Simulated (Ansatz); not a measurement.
**SiH₂Cl radical (SMILES [SiH2]Cl): a rigid scan of the bond length Si1–Cl2**

The task here is to estimate one member of a computed series from the others.

The runs use Ansatz 0.2.0, Gaussian basis; single points in def2-TZVPP.

Levels: PBE-D4, r2SCAN-D4, PBE0-D4, B3LYP-D4, wB97M-V, Hartree-Fock, MP2, CCSD, CCSD(T). The scan takes 1.684, 1.770, 1.897, 2.045, 2.209, 2.386, 2.574, 2.771 Å.

Cores are frozen in the correlated methods. Orbitals are unrestricted. B3LYP uses VWN-RPA correlation.

20 further runs of the same task are left out: 20 set aside as unsound or not needed.

### The system as given

The minimum, relaxed at PBE0-D4: SMILES `[SiH2]Cl`, 4 atoms, charge 0, spin multiplicity 2.

Atoms are counted from 1 here; the program's logs count them from 0.

Bond lengths: Si1–Cl2 2.053 Å, Si1–H3 1.487 Å, Si1–H4 1.487 Å. Angles: Cl2–Si1–H3 108.5°, Cl2–Si1–H4 108.5°, H3–Si1–H4 111.2°.

As a file:

```
Si   -0.30277    0.27800    0.16868
Cl    1.61610   -0.06916    0.81140
H    -1.06516   -0.99679    0.24749
H    -0.24817    0.78796   -1.22757
```

Energies of the minimum (eV), from earlier single points: PBE-D4 -20423.99669, r2SCAN-D4 -20431.71556, PBE0-D4 -20425.81016, B3LYP-D4 -20434.38193, wB97M-V -20431.77491, CCSD(T) -20407.64890.

At the minimum the bond length Si1–Cl2 is 2.053 Å.

Set-up of the first run:

ccsdt-tzvpp/in.yaml

```yaml
crystal:
  periodic: [false, false, false]
  atoms:
    - {symbol: Si, position_ang: [-0.302773, 0.278000, 0.168678]}
    - {symbol: Cl, position_ang: [1.271043, -0.006732, 0.695827]}
    - {symbol: H, position_ang: [-1.065156, -0.996795, 0.247495]}
    - {symbol: H, position_ang: [-0.248169, 0.787963, -1.227565]}
basis:
  gaussian: {orbitals: def2-TZVPP}
magnetization: {spin_polarized: true, initial_magnetization: 1}
correlation: {method: ccsd_t}
scf: {omitted_lower_state_checks: [cluster_reference]}
```

The command line of these runs was not kept.

Among the steps run: Si1–Cl2 = 1.684 Å; Si1–Cl2 = 1.770 Å; Si1–Cl2 = 1.897 Å; Si1–Cl2 = 2.045 Å; Si1–Cl2 = 2.209 Å; Si1–Cl2 = 2.386 Å; Si1–Cl2 = 2.574 Å; Si1–Cl2 = 2.771 Å.

One of the session's tables, all rows but one given; the rest of the session is left out.

Energies less that of the minimum at the same level (kJ/mol):

| bond length (Å) | PBE-D4 | PBE0-D4 | B3LYP-D4 | wB97M-V | Hartree-Fock |
| --- | --- | --- | --- | --- | --- |
| 1.684 | 228.2 | 220.2 | 227.8 | 224.3 | 234.8 |
| 1.770 | 117.8 | 111.2 | 117.4 | 114.1 | 120.2 |
| 1.897 | 31.2 | 27.3 | 30.9 | 28.7 | 30.8 |
| 2.045 | 0.3 | 0.1 | 0.3 | 0.1 | 0.2 |
| 2.053 (minimum) | 0.0 | 0.0 | 0.0 | 0.0 | 0.0 |
| 2.209 | 12.7 | 16.9 | 12.9 | 16.0 | 16.0 |
| 2.386 | ? | ? | ? | ? | ? |
| 2.574 | 102.7 | 117.1 | 103.8 | 116.2 | 120.0 |
| 2.771 | 157.1 | 176.8 | 158.7 | 176.8 | 183.1 |

Estimate the missing values for bond length (Å) = 2.386.

Worked estimate for «PBE-D4». A straight line through the neighbours (2.209, 12.7) and (2.574, 102.7) gives 12.7 + (102.7 − 12.7) × (2.386 − 2.209) / (2.574 − 2.209) = 56.3; a parabola fitted to 4 rows on both sides gives 51.2.

**Answer.** PBE-D4: 51.4; PBE0-D4: 60.6; B3LYP-D4: 52.0; wB97M-V: 59.4; Hartree-Fock: 60.8. In «PBE-D4» the line misses by +4.9 and the parabola by -0.2.

Caveats from the session: A polynomial through the near points puts the CCSD(T) minimum at the PBE0-D4 value.
